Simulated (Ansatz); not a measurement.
Rutile TiO2: LDA at its full settings (plane-wave cutoff 520 eV, 8×8×12 k mesh (along the axes of the cell as run), Fermi–Dirac smearing 0.01 eV, no spin polarisation, scalar-relativistic PAW data made under PBE) and at cheaper ones, in a cell of 6 atoms with Γ-centred meshes.

```tsv
level and setting	lattice parameter a (Å)	lattice parameter c (Å)	bulk modulus B0 (GPa)
LDA (Ansatz)	4.548	2.917	242
LDA (Γ point alone) (Ansatz)	4.854	2.941	99.1
LDA (2×2×2 k mesh) (Ansatz)	4.546	2.932	246
LDA (4×4×4 k mesh) (Ansatz)	4.546	2.921	242
```

Largest shifts from the full settings: lattice constant a +6.73 % (LDA (Γ point alone)), against a difference of -0.85 % of the full result from the reference 4.587 Å (measured, 15 K, zero-point motion not removed; as tabulated in Burdett, Hughbanks, Miller, Richardson, Smith, powder neutron diffraction …); lattice parameter c +0.82 % (LDA (Γ point alone)), against a difference of -1.25 % of the full result from the reference 2.954 Å (measured, 15 K, zero-point motion not removed; as tabulated in Burdett, Hughbanks, Miller, Richardson, Smith, powder neutron diffraction …); bulk modulus -59 % (LDA (Γ point alone)), against a difference of +14.2 % of the full result from the reference 212 ± 1 GPa (measured, room temperature, not corrected to a static lattice, adiabatic, from measured elastic constants, our sources range from 210 to 239; as tabulated in Elasticity of TiO2 rutile to 1800 K).

The full settings aren't shown to be converged themselves.

Ansatz's density-functional and Hartree–Fock values are scalar-relativistic unless marked +SOC, with PAW data made under PBE.

Run with cheap settings on purpose, which may leave them unconverged: LDA (2×2×2 k mesh), LDA (4×4×4 k mesh), LDA (Γ point alone).

Ansatz is a program for electronic structure.
